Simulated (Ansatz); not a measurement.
# C₂H₄ClF: taking an electron away

Aim: the vertical ionisation energy of C₂H₄ClF, as cation minus neutral at the neutral's geometry, on several levels, and how well −ε(HOMO) stands in for it.

The runs use Ansatz 0.2.0, Gaussian basis; unrestricted cation, the program's frozen cores in correlated methods.

Levels to be run: UKS PBE-D4/def2-TZVPP; UKS r2SCAN-D4/def2-TZVPP; UKS PBE0-D4/def2-TZVPP; UKS B3LYP-D4/def2-TZVPP; UKS wB97X-V/def2-TZVPP; UKS wB97M-V/def2-TZVPP; UKS B2PLYP/def2-TZVPP; UHF-CCSD(T)/def2-TZVPP; UHF-MP2/def2-QZVPP; extrapolation to the limit; then −ε(HOMO) from the neutral's earlier runs with LDA (SPW92), PBE-D4, revPBE-D4, BLYP-D4, r2SCAN-D4, B97M-V, PBE0-D4, B3LYP-D4, r2SCANh-D4, r2SCAN0-D4, HSE06-D4, BHLYP-D4, CAM-B3LYP-D4, LC-ωPBE, ωB97X-V, ωB97M-V.

## Step 1: Structure used throughout

All runs share one geometry, relaxed beforehand with PBE0-D4 in a triple-zeta def2 set.

SMILES `FCCCl`, 8 atoms, charge 0, spin multiplicity 1.

Atoms are counted from 1 here; the program's logs count them from 0.

Bond lengths: F1–C2 1.375 Å, C2–C3 1.501 Å, C2–H5 1.093 Å, C2–H6 1.096 Å, C3–Cl4 1.778 Å, C3–H7 1.090 Å, C3–H8 1.091 Å. Angles: F1–C2–C3 110.9°, F1–C2–H5 108.3°, F1–C2–H6 108.0°, C3–C2–H5 111.2°, C3–C2–H6 109.0°, H5–C2–H6 109.4°, C2–C3–Cl4 112.2°, C2–C3–H7 110.7°, C2–C3–H8 109.7°, Cl4–C3–H7 107.4°, Cl4–C3–H8 107.5°, H7–C3–H8 109.3°.

Geometry (Å):

```mol
C2H4ClF
  3D, bonds by distance, orders not assigned

  8  7  0  0  0  0  0  0  0  0999 V2000
   -1.3258    0.4916    1.0229 F   0  0
   -0.1321    0.6640    0.3616 C   0  0
    0.3120   -0.6173   -0.2824 C   0  0
   -0.7474   -1.0953   -1.6277 Cl  0  0
   -0.2621    1.4549   -0.3818 H   0  0
    0.6207    0.9744    1.0954 H   0  0
    0.3082   -1.4327    0.4405 H   0  0
    1.3186   -0.4969   -0.6843 H   0  0
  1  2  8  0
  2  3  8  0
  3  4  8  0
  2  5  8  0
  2  6  8  0
  3  7  8  0
  3  8  8  0
M  END
```

## Step 2: Cation, UKS PBE-D4/def2-TZVPP

The input, in.yaml:

```yaml
crystal:
  periodic: [false, false, false]
  atoms:
    - {symbol: F, position_ang: [-1.325794, 0.491620, 1.022931]}
    - {symbol: C, position_ang: [-0.132126, 0.664012, 0.361593]}
    - {symbol: C, position_ang: [0.312013, -0.617262, -0.282365]}
    - {symbol: Cl, position_ang: [-0.747388, -1.095274, -1.627743]}
    - {symbol: H, position_ang: [-0.262146, 1.454939, -0.381804]}
    - {symbol: H, position_ang: [0.620731, 0.974422, 1.095437]}
    - {symbol: H, position_ang: [0.308192, -1.432691, 0.440471]}
    - {symbol: H, position_ang: [1.318617, -0.496867, -0.684320]}
basis:
  gaussian: {orbitals: def2-TZVPP}
total_charge: 1
magnetization: {spin_polarized: true, initial_magnetization: 1}
hamiltonian: {xc: pbe, dispersion: d4}
```

Started as:

```sh
> ansatz run in.yaml --threads 4 --pin off --events-out ev --progress --plain --max-ram 10444MiB
```

After this run come: Cation, UKS r2SCAN-D4/def2-TZVPP; Cation, UKS PBE0-D4/def2-TZVPP; Cation, UKS B3LYP-D4/def2-TZVPP; Cation, UKS wB97X-V/def2-TZVPP; Cation, UKS wB97M-V/def2-TZVPP; Cation, UKS B2PLYP (frozen core)/def2-TZVPP; Cation, UHF-CCSD(T)/def2-TZVPP; Cation, UHF-MP2/def2-QZVPP.

**Question.** What will the summary of the whole plan be? Wanted: ionisation energy, CCSD(T)/CBS; nearest functional by difference; nearest −ε(HOMO); −ε(HOMO) of PBE; T1 of the cation.

As calculated:

| quantity | value |
| --- | --- |
| ionisation energy, CCSD(T)/CBS | 11.52 eV |
| nearest functional by difference | ωB97X-V (-0.20 eV) |
| nearest −ε(HOMO) | LC-ωPBE (-0.06 eV) |
| −ε(HOMO) of PBE | 7.14 eV |
| T1 of the cation | 0.024 |

What this shows: Energy differences with functionals land within 0.80 eV of the reference. −ε(HOMO) of PBE misses by 4.4 eV, since self-interaction lifts the level. Among orbital estimates LC-ωPBE comes nearest. Hartree-Fock falls 1.21 eV short, as the neutral has more correlation energy than the cation.
